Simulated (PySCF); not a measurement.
## Ionising BC

PBE0; B aug-pcseg-1, C aug-pcseg-1; no relativity (PySCF 2.14). Neutral (UKS): quartet (σ ↑, π ↑↑), Re = 1.480 Å, ωe = 1218 cm⁻¹, De = 4.69 eV, HOMO -8.12 eV, LUMO -4.06 eV.

BC⁻ (UKS): triplet (σ ↑, π ↑), Re = 1.430 Å, ωe = 1363 cm⁻¹, De = 5.23 eV to B + C⁻. The energies at the minima are -62.56772 hartree for BC and -62.64049 for BC⁻.

Q: Work out the adiabatic electron affinity, without and with harmonic zero-point energies (1 hartree = 27.2114 eV, 1 eV = 8065.5 cm⁻¹), and the change of the bond length.

A: At PBE0: 0.07277 hartree = 1.980 eV between the minima; the zero-point term (1218.0 − 1363.0)/2 cm⁻¹ = -0.009 eV makes it 1.971 eV. Re changes by -5.0 pm against the neutral. The electron enters a π orbital; the charge polarises the partner, so the anion is bound more strongly.

For an ion De counts to the pair picked by the measured ionisation energies or electron affinities, which need not be the lowest pair at this level. The highest Kohn–Sham level is positive in this anion. Much of that is self-interaction error, but it also means that the finite basis helps to hold the extra electron. States were picked by a PBE0 search and need not be the measured ground states.
